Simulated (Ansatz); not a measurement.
# C3H6F: the cost of one run

The runs use Ansatz 0.2.0, Gaussian basis; the settings change from run to run.

### 1 The relaxed structure

The geometry comes from an earlier relaxation with PBE0-D4 in a triple-zeta def2 set; it is a stationary point, not always the lowest conformer.

10 atoms, charge 0, spin multiplicity 2.

Atoms are counted from 1 here; the program's logs count them from 0.

Bond lengths: C1–C2 1.476 Å, C1–H5 1.082 Å, C1–H6 1.082 Å, C2–C3 1.512 Å, C2–F4 1.396 Å, C2–H7 1.103 Å, C3–H8 1.091 Å, C3–H9 1.092 Å, C3–H10 1.091 Å. Angles: C2–C1–H5 119.6°, C2–C1–H6 120.4°, H5–C1–H6 119.5°, C1–C2–C3 114.0°, C1–C2–F4 109.1°, C1–C2–H7 110.2°, C3–C2–F4 108.8°, C3–C2–H7 109.2°, F4–C2–H7 105.2°, C2–C3–H8 110.3°, C2–C3–H9 110.0°, C2–C3–H10 110.3°, H8–C3–H9 108.7°, H8–C3–H10 109.0°, H9–C3–H10 108.6°.

### 2 wB97X/cc-pVTZ

This run has restricted open-shell orbitals, high accuracy.

File in.yaml:

```yaml
crystal:
  periodic: [false, false, false]
  atoms:
    - {symbol: C, position_ang: [-1.092140, 0.803343, -0.313290]}
    - {symbol: C, position_ang: [0.140211, 0.022548, -0.534285]}
    - {symbol: C, position_ang: [0.712815, -0.591790, 0.723340]}
    - {symbol: F, position_ang: [-0.123023, -0.995789, -1.451755]}
    - {symbol: H, position_ang: [-1.811717, 0.904481, -1.114520]}
    - {symbol: H, position_ang: [-1.220558, 1.379886, 0.593071]}
    - {symbol: H, position_ang: [0.908912, 0.651931, -1.013117]}
    - {symbol: H, position_ang: [-0.019245, -1.254141, 1.188729]}
    - {symbol: H, position_ang: [0.976726, 0.192795, 1.435956]}
    - {symbol: H, position_ang: [1.611119, -1.164363, 0.488871]}
basis:
  gaussian: {orbitals: cc-pVTZ}
magnetization: {spin_polarized: false, initial_magnetization: 1}
hamiltonian: {xc: {name: wB97X}}
accuracy: high
output: {forces: true}
```

Run with:

```console
$ ansatz run in.yaml --threads 4 --pin off --events-out ev --progress --plain --max-ram 10444MiB
```

**Question.** How long does this run take on 4 threads of Arm Neoverse V1, shared host, and how much memory does it need?

About 40 s, with a peak of 1.7 GiB.
